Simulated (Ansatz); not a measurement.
# BSiH₃ (triplet): the correlation ladder at distance B1–H4 along a hydrogen transfer = 1.306 Å, cc-pVTZ

How much of the correlation energy of BSiH₃ (triplet) does each wave-function method recover here?

The runs use Ansatz 0.2.0, Gaussian basis; cc-pVTZ, core rule «outside noble gas», up to 6 orbitals frozen.

Plan: UHF; CCSD(T) on ROHF; CCSD(T) on UHF; BCCD(T) on ROHF; CISD; CCSDT(Q) on ROHF; CCSDT(Q) on UHF; CASSCF and NEVPT2, 4 electrons in 4 orbitals; CASSCF and NEVPT2, 10 electrons in 11 orbitals.

1 further run of the same task is left out (for a known fault of the program).

## (1) What is computed

The geometry derives from fragments relaxed apart (PBE0/def2-TZVP) and kept rigid, so it is no stationary point. A hydrogen atom is moved between rigid fragments.

5 atoms, charge 0, spin multiplicity 3.

Atoms are counted from 1 here; the program's logs count them from 0.

Bond lengths: B1–H2 1.193 Å, B1–H3 1.193 Å, B1–H4 1.306 Å. Angles: H2–B1–H3 120.0°, H2–B1–H4 120.0°, H3–B1–H4 120.0°.

## (2) UHF

in.yaml

```yaml
crystal:
  periodic: [false, false, false]
  atoms:
    - {symbol: B, position_ang: [-2.296025, 0.000000, 0.000000]}
    - {symbol: H, position_ang: [-2.892758, 1.033571, 0.000000]}
    - {symbol: H, position_ang: [-2.892758, -1.033571, 0.000000]}
    - {symbol: H, position_ang: [-0.990025, 0.000000, 0.000000]}
    - {symbol: Si, position_ang: [1.126975, 0.000000, 0.000000]}
basis:
  gaussian: {orbitals: cc-pVTZ}
magnetization: {spin_polarized: true, initial_magnetization: 2}
hamiltonian: {xc: hf}
output: {orbitals: {seedname: orbitals}}
```

Launch:

```sh
ansatz run in.yaml --threads 1 --pin off --events-out ev --progress --plain --max-ram 4096MiB --backend cpu
```

Further steps of the session: CCSD(T) on ROHF; CCSD(T) on UHF; BCCD(T) on ROHF; CISD; CCSDT(Q) on ROHF; CCSDT(Q) on UHF; CASSCF and NEVPT2, 4 electrons in 4 orbitals; CASSCF and NEVPT2, 10 electrons in 11 orbitals.

Before running them: what should the planned runs give, taken together? Wanted: UCCSDT(Q) below the RHF energy; RMP2 from UCCSDT(Q); UMP2 from UCCSDT(Q); RCCSD from UCCSDT(Q); RCCSD(T) from UCCSDT(Q); UCCSD(T) from UCCSDT(Q); RCCSDT(Q) from UCCSDT(Q); NEVPT2 valence from UCCSDT(Q); T1 diagnostic.

As calculated:

| quantity | value |
| --- | --- |
| UCCSDT(Q) below the RHF energy | -6.1925 eV |
| RMP2 from UCCSDT(Q) | +29.33 kcal/mol |
| UMP2 from UCCSDT(Q) | +29.66 kcal/mol |
| RCCSD from UCCSDT(Q) | +5.09 kcal/mol |
| RCCSD(T) from UCCSDT(Q) | +1.01 kcal/mol |
| UCCSD(T) from UCCSDT(Q) | +0.99 kcal/mol |
| RCCSDT(Q) from UCCSDT(Q) | +0.03 kcal/mol |
| NEVPT2 valence from UCCSDT(Q) | +27.22 kcal/mol |
| levels within 1 kcal/mol (43 meV) | UCCSD(T), RCCSDT, UCCSDT, RCCSDT(Q) |
| T1 diagnostic | 0.019 |
| effectively unpaired electrons | 2.03 |

What this shows: RCCSD(T) misses by +1.01 kcal/mol, 0.7 % of the correlation energy. One determinant dominates. These misses are within one basis, not against nature; the frozen cores of restricted and unrestricted runs differ, which can shift their rows.
